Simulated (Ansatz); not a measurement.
System: solid CO2 (dry ice). Method: LDA (Ansatz, a first-principles code, plane waves, PAW).

Settings: plane-wave cutoff 520 eV, 6×6×6 k mesh, Fermi–Dirac smearing 0.01 eV, scalar-relativistic PAW data made under PBE.

Computed at the level's own relaxed cell.

Question: What does this level give for the equilibrium volume per atom, bulk modulus, equilibrium lattice constant a and band gap?

Answer: 
- equilibrium volume per atom: 12.30 Å³/atom
- bulk modulus: 16.2 GPa
- equilibrium lattice constant a: 5.284 Å
- band gap: 6.81 eV (direct)

Measured, for comparison: equilibrium volume per atom 14.32 Å³/atom, lattice constant a 5.56 Å (5 K, zero-point motion not removed; as tabulated in Tran et al. (2019), arXiv:1903.00284). Computed (rounded) less measured: equilibrium volume per atom -14.1 %, lattice constant a -5.0 %.

Note: the bulk modulus comes from volumes at which shape and atoms were relaxed.

Computed values are for the static lattice.

The result took roughly 5 core-minutes.
